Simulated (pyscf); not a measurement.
`[NH2][NH2]` + `[SiH4]` -> `[NH2][NH][SiH3]` + `[H][H]`, a four-centre exchange (singlet surface; H–N, H–Si broken, N–Si, H–H formed). PySCF, gas phase, ωB97X-D3(BJ)/def2-SVP geometries. Energies in kcal/mol from the separated reactants.

Small-basis levels: PySCF, no dispersion term, spherical d functions. AM1 to PM7: differences of heats of formation from MOPAC, which are fitted to 298 K values and so differ in kind from electronic energies by zero-point and thermal terms. Cost: rough CPU time at the saddle relative to B3LYP/6-31G*, from one job on a shared machine.

| level | barrier | reaction energy | cost |
|---|---|---|---|
| MP2/6-31G* | ? | -6.9 | 0.08 |
| B3LYP/STO-3G | 54.5 | -2.4 | 0.5 |
| B3LYP/LANL2DZ | 50.6 | +0.2 | 0.7 |
| B3LYP/6-31G* | 44.1 | -3.0 | 1 |
| M06-2X/6-31G* | 40.6 | -6.0 | 2 |
| PBE/def2-SVP | ? | -3.2 | 2 |
| PM3 | 48.0 | -25.7 | under 0.02 |
| ωB97M-D3(BJ)/def2-TZVP | ? | -4.4 | – |

Task: Complete the blanks.

Result: 
- MP2/6-31G*, barrier: 48.8
- PBE/def2-SVP, barrier: 31.6
- ωB97M-D3(BJ)/def2-TZVP, barrier: 39.8

Against the last row the barrier runs from -8.2 (PBE/def2-SVP) to +14.7 kcal/mol (B3LYP/STO-3G). ωB97M-D3(BJ)/def2-TZVP has limits of its own. At the saddle there is also a short H–Si contact that neither side keeps. H₂N–NH–SiH₃ lies 57.4 kcal/mol over its isomer H₂N–SiH₂–NH₂ (electronic energy, ωB97M-D3(BJ)/def2-TZVP). One saddle was located; it need not be the lowest between these sides.
